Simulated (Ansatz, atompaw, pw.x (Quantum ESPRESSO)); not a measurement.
What a changed setting does to a pw.x run (bcc Al)

Potential: PAW, atompaw 4.2.0.5, PBEsol; core [Ne], reference 3s2 3p1; waves: 3s (bound): rc 2.30 bohr; 3s channel at 4.05 Ry: rc 2.75 bohr; 3p (bound): rc 2.75 bohr; 3p channel at 1.4 Ry: rc 2.75 bohr; 3d channel at -0.15 Ry: rc 2.75 bohr; 3d channel at 0.8 Ry: rc 2.75 bohr; local part: bessel scheme, radius 2.10 bohr; core correction: smooth core density matched at 1.60 bohr; augmentation: besselshape compensation charge, radius 2.10 bohr; PAW radius 2.75 bohr; waves and projectors: custom polynom2 7 10 vanderbiltortho.

The reference run (k-mesh 14³, cutoffs 40/400 Ry, Fermi–Dirac 0.01 Ry, mixing_beta 0.4, conv_thr 1e-9, no spin) gives -0.26 GPa at 16.575 Å³/atom, where all-electron LAPW gives 0.16 GPa. This run, with its own iteration cap, changes smearing to gauss.

```
&control
  calculation='scf', prefix='x', pseudo_dir='./', outdir='./tmp', tstress=.true., disk_io='none'
/
&system
  ibrav=0, nat=1, ntyp=1, ecutwfc=40, ecutrho=400, nbnd=8,
  occupations='smearing', smearing='gauss', degauss=0.01
/
&electrons
  conv_thr=1e-09, mixing_beta=0.4, electron_maxstep=70
/
ATOMIC_SPECIES
Al 1.0 Al.UPF
CELL_PARAMETERS angstrom
  -1.60619344 1.60619344 1.60619344
  1.60619344 -1.60619344 1.60619344
  1.60619344 1.60619344 -1.60619344
ATOMIC_POSITIONS crystal
Al 0.0000 0.0000 0.0000
K_POINTS automatic
14 14 14 0 0 0
```

```bash
pw.x < Al.scf.in > Al.scf.out
```

**Question.** How does the run end?

**Answer.** It converges in 14 iterations; the free energy moves by +10.1 meV/atom and the pressure by +0.02 GPa. Gaussian smearing of the same width is narrower in effect than Fermi–Dirac, so its quadratic term in F is smaller.

```
Message from routine setup:
     using ibrav=0 with symmetry is DISCOURAGED, use correct ibrav instead
     lattice parameter (alat)  =       5.2572  a.u.
     unit-cell volume          =     111.8536 (a.u.)^3
     number of electrons       =         3.00
     number of Kohn-Sham states=            8
     kinetic-energy cutoff     =      40.0000  Ry
     charge density cutoff     =     400.0000  Ry
     scf convergence threshold =      1.0E-09
     Exchange-correlation= SLA PW PSX PSC
     number of k points=   104  Gaussian smearing, width (Ry)=  0.0100
     iteration #  1     ecut=    40.00 Ry     beta= 0.40
     total energy              =     -38.51022152 Ry
     estimated scf accuracy    <       0.00311958 Ry
     iteration #  2     ecut=    40.00 Ry     beta= 0.40
     total energy              =     -38.51098211 Ry
     estimated scf accuracy    <       0.00117363 Ry
     iteration #  3     ecut=    40.00 Ry     beta= 0.40
     total energy              =     -38.51103226 Ry
     estimated scf accuracy    <       0.00000618 Ry
     [... 8 iterations left out ...]
     iteration # 12     ecut=    40.00 Ry     beta= 0.40
     total energy              =     -38.51108103 Ry
     estimated scf accuracy    <          5.8E-09 Ry
     iteration # 13     ecut=    40.00 Ry     beta= 0.40
     total energy              =     -38.51108103 Ry
     estimated scf accuracy    <          8.8E-09 Ry
     iteration # 14     ecut=    40.00 Ry     beta= 0.40
     the Fermi energy is     7.7428 ev
!    total energy              =     -38.51108103 Ry
     estimated scf accuracy    <          2.2E-10 Ry
     smearing contrib. (-TS)   =      -0.00030509 Ry
     The total energy is F=E-TS. E is the sum of the following terms:
     one-electron contribution =       3.18033409 Ry
     hartree contribution      =       0.00116357 Ry
     xc contribution           =      -2.36140402 Ry
     ewald contribution        =      -5.39542568 Ry
     one-center paw contrib.   =     -33.93544391 Ry
     convergence has been achieved in  14 iterations
          total   stress  (Ry/bohr**3)                   (kbar)     P=       -2.41
     Message from routine punch:
     Nothing written, as per user request (disk_io='none')
```

The run took about 9 s on one core of a shared host (AMD EPYC 9R45 96-Core Processor, 96 threads, 376 GiB, load 79).
